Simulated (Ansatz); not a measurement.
# hcp Zr: Voigt–Reuss–Hill bulk modulus by level of theory

No measured value is used here.

```tsv
level (code)	value (GPa)	cell (Å³/atom)
LDA (Ansatz)	103	21.78
PBE (Ansatz)	(withheld)	23.39
PBEsol (Ansatz)	99.0	22.46
r²SCAN (Ansatz)	95.1	23.50
HSE06 (Ansatz)	98.3	23.49
```

### Question
What belongs in the gaps?

### Answer

- PBE (Ansatz, an electronic-structure program), value (GPa): 93.5

HSE06: hybrids on metals are sensitive to the k mesh. Each level is taken at its own relaxed cell. Cutoffs and k meshes differ between the levels. Ansatz's density-functional and Hartree–Fock values are scalar-relativistic unless marked +SOC, with PAW data made under PBE.
